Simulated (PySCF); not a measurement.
# F2H2Si (difluorosilane): the cost of one run

The runs use PySCF 2.14.0, with density-fitted response routines of our own; the level of theory stands in each step. All values are computed, except where a source is named. Atoms count from 0, in the outputs and in this text.

## (1) The starting structure

5 atoms, charge 0, multiplicity 1; geometry from: GFN2-xTB. The atoms were then displaced at random by about 0.01 Å, so the start is not that level's minimum.

Bonds of the start (Å): F0–Si1 1.59, Si1–F2 1.58, Si1–H3 1.44, Si1–H4 1.45.

## (2) Geometry optimisation at PBE0-D3(BJ)/def2-TZVP

Job settings and geometry (Å):

```
{"job": {"xc": "PBE0", "basis": "def2-TZVP", "d3": "d3bj", "grid": 2, "shake": 0.01, "kind": "geom"}, "charge": 0, "multiplicity": 1}
F     -1.183460    -0.957060    -0.098230
Si    -0.009120     0.106560     0.009080
F      1.267150    -0.814630    -0.144960
H      0.022360     0.655810     1.344510
H     -0.063360     0.975350    -1.148290
```

The run is started by

```sh
> OMP_NUM_THREADS=1 python probes_run.py task.json out
```

The driver reads the jobs from task.json and runs them one after another.

Q: Estimate the wall time and peak memory of this first job on 1 thread of Arm Neoverse N1, shared host.

About 22 s, with a peak of 0.43 GiB.
